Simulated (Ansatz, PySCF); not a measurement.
This Ansatz (an electronic-structure program) input computes a PBE/def2-TZVPD energy:

Ansatz 0.2 input:
```yaml
crystal:
  periodic: [false, false, false]
  atoms:
    - {symbol: H, position_ang: [0.01447342, 0.08638095, 2.15652780]}
    - {symbol: N, position_ang: [0.00783130, 0.06957397, 1.15314312]}
    - {symbol: C, position_ang: [0.00674851, 1.15106397, 0.33837805]}
    - {symbol: C, position_ang: [-0.00183715, -1.06265205, 0.35791557]}
    - {symbol: C, position_ang: [-0.00329642, 0.78425359, -0.97400704]}
    - {symbol: C, position_ang: [-0.00878289, -0.64908884, -0.95028013]}
    - {symbol: H, position_ang: [-0.00286866, -2.04741204, 0.79197534]}
    - {symbol: H, position_ang: [-0.00643389, 1.42496570, -1.83754978]}
    - {symbol: H, position_ang: [-0.01698230, -1.29241246, -1.81499389]}
basis:
  gaussian:
    orbitals: def2-TZVPD
hamiltonian:
  xc: {name: PBE}
magnetization: {spin_polarized: true, initial_magnetization: 1}
output: {forces: true}
```

Q: Write an input for the same energy in PySCF and say what it gives.

A: 
```python
from pyscf import gto, scf, dft

mol = gto.M(
    atom='''
    H     0.01447342    0.08638095    2.15652780
    N     0.00783130    0.06957397    1.15314312
    C     0.00674851    1.15106397    0.33837805
    C    -0.00183715   -1.06265205    0.35791557
    C    -0.00329642    0.78425359   -0.97400704
    C    -0.00878289   -0.64908884   -0.95028013
    H    -0.00286866   -2.04741204    0.79197534
    H    -0.00643389    1.42496570   -1.83754978
    H    -0.01698230   -1.29241246   -1.81499389
    ''',
    basis='def2-tzvpd',
    charge=0,
    spin=1,
    verbose=4,
)

mf = dft.UKS(mol, xc='pbe').density_fit(auxbasis='def2-universal-jkfit')
mf.grids.level = 3
mf.conv_tol = 1e-9
mf.max_cycle = 100
mf.max_memory = 1500
mf.kernel()
if not mf.converged:
    mf = mf.newton()
    mf.kernel(mf.make_rdm1())
for _ in range(2):
    mo, _, stable, _ = mf.stability(return_status=True)
    if stable:
        break
    mf.kernel(mf.make_rdm1(mo, mf.mo_occ))
mf.analyze()
```
It gives -209.28951 Eh, and Ansatz -209.28943 Eh, a difference of 0.08 mEh, from the treatment of integrals and grids.

It need not be the lowest isomer of its formula.
